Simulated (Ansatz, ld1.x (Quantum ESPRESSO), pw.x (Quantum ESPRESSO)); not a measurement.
**From atom to crystal: PAW potential for Co**

cobalt, PAW, made with ld1.x (Quantum ESPRESSO) 7.5 (PBEsol, scalar-relativistic). Core [Ne] 3s2, reference 3p6 3d7 4s2 4p0. Waves: 4s (bound): rcut 2.15, rcutus 2.75 bohr; 4s channel at 1.3 Ry: rcut 2.15, rcutus 2.75 bohr; 3p (bound): rcut 1.35, rcutus 1.50 bohr; 4p (bound, empty): rcut 1.35, rcutus 1.50 bohr; 3d (bound): rcut 1.25, rcutus 1.60 bohr; 3d channel at 0.4 Ry: rcut 1.25, rcutus 1.60 bohr. Local part: all-electron potential smoothed inside 2.05 bohr (lloc = -1). Core correction: none. Augmentation charge: PSQ, radius 1.25 bohr.

Crystal test: sc Co in pw.x 7.5, no spin, 14³ k-points, Fermi–Dirac smearing 0.01 Ry, cutoffs 100/800 Ry. The reference is all-electron LAPW (Ansatz 0.2.0) with the same functional, mesh and smearing; V0 and B0 come from Birch–Murnaghan fits to the pressures at five volumes. Errors are pseudo minus all-electron; Δ is the rms difference of the E(V) curves that follow from these fits, minima aligned, over ±6 % about the mean V0. Mesh and smearing are coarse, so the numbers serve the comparison and aren't converged zero-temperature values; the lattice is a test structure that the element need not adopt. Spin polarisation and strong correlation are left out, which matters for this element.

All-electron: a0 = 2.252 Å (V0 = 11.42 Å³/atom), B0 = 204.5 GPa.

Problem. How far does the potential miss the all-electron equation of state?

Solution. mean pressure error (GPa): +1.52; a0 (Å): 2.257; a0 error (%): +0.23; B0 error (%): +1.2; Δ (meV/atom): 3.7. The largest radius (2.75 bohr) exceeds half the bond length (2.13 bohr), so the spheres overlap, which is one possible source of error among others. Atomic configuration tests: test run stopped at test 4 of 7 (negative rho), 1 before it not solved.

```tsv
V (Å³/atom)	P all-electron (GPa)	P pseudo (GPa)
10.830	12.35	14.40
11.115	5.96	7.70
11.400	0.42	1.88
11.685	-4.40	-3.12
11.970	-8.57	-7.50
```

Problem. At the middle volume, how do free energy and pressure move when the wave cutoff is lowered (ecutrho held at 800 Ry)?

Solution.

```
cutoff (Ry)  shift of F (meV/atom)  shift of P (GPa)
         45                 +603.8            -14.78
         60                  +60.6             -4.14
         80                  +20.1             -0.13
```

The 8 pw.x runs together took about 2.2 min on one core of a shared server CPU.
